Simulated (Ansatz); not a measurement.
Job for Ansatz (an electronic-structure program): R-B3LYP/def2-TZVPPD on CH5N (SMILES CN). Files ending in .json are basis or fitting sets from the Basis Set Exchange.

Ansatz 0.2 input:
```yaml
crystal:
  periodic: [false, false, false]
  atoms:
    - {symbol: N, position_ang: [-0.80436863, -0.69219687, -0.35724871]}
    - {symbol: H, position_ang: [-0.90005563, -1.66102787, -0.08139571]}
    - {symbol: H, position_ang: [-1.39350863, -0.57876187, -1.17200871]}
    - {symbol: C, position_ang: [-1.28781363, 0.17588313, 0.72312829]}
    - {symbol: H, position_ang: [-1.18366463, 1.21294913, 0.41527629]}
    - {symbol: H, position_ang: [-2.32564163, 0.00247913, 1.01425929]}
    - {symbol: H, position_ang: [-0.65592763, 0.03619813, 1.59636929]}
basis:
  gaussian:
    orbitals: def2-TZVPPD.json
hamiltonian:
  xc: {name: B3LYP}
scf: {lower_state_search: off}
```

The head of its log:

```
WARN ansatz: RAYON_NUM_THREADS=1 ignored (pool sized by the plan → 1); use --threads N
Functional definition: B3LYP
these checks for a lower state are left out or cut short: stability, starts, cluster_reference, orbital_swaps, neighbouring_geometries, increment
integrals: 0.04 GiB planned
648 factors; their error is unknown
mean field: 0.51 GiB planned
mean field evaluation 1: about -2601.9910 eV, gradient 6.1e1 eV
mean field evaluation 2: about -2591.5256 eV, gradient 8.9e1 eV
```

### Question
Predict the final total energy.

### Answer
-95.9055 hartree.
